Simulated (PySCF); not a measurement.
Breaking a bond: CH4S, SMILES SC. The C1–S5 bond (C1 also carries H, H, H; S5 carries H) is stretched with both fragments frozen at the PBE0/def2-TZVP optimised geometry. Each curve is given relative to its own lowest point near equilibrium.

```csv
R / Å,A,B,C
1.46,60.5,63.0,64.9
1.54,32.2,32.9,34.8
1.62,14.8,14.6,16.1
1.69,6.0,5.5,6.6
1.76,1.4,1.0,1.6
1.81,0.1,0.0,0.2
1.85,0.0,0.2,0.0
1.93,1.7,2.5,1.6
1.97,3.3,4.5,3.2
2.10,10.6,13.3,10.6
2.22,19.2,23.4,19.1
2.46,37.5,39.3,36.7
2.68,53.3,45.7,50.8
3.01,73.3,49.5,65.6
3.23,83.8,50.6,71.7
3.61,97.6,51.5,77.1
4.01,107.5,51.9,79.2
4.41,114.0,52.1,79.9
4.84,118.5,52.2,80.2
5.40,121.9,52.2,80.4
6.26,124.2,52.2,80.4
```

Energies in kcal/mol.

**Question.** Which curve belongs to which method? The methods are PySCF with SC-NEVPT2 on CASSCF(2,2)/cc-pVDZ, all electrons correlated; restricted B3LYP/6-31G*, spherical d in PySCF 2.14.0; UHF/cc-pVDZ run with PySCF.

**Answer.** A is RKS-B3LYP/6-31G*; B is UHF; C is NEVPT2.

The unrestricted determinant behind UHF is spin-contaminated at 2.46 to 6.26 Å (<S²> up to 1.0, against 0.00 for a pure singlet). The restricted form behind RKS-B3LYP/6-31G* keeps the bonding electrons paired and can't separate into open-shell fragments.
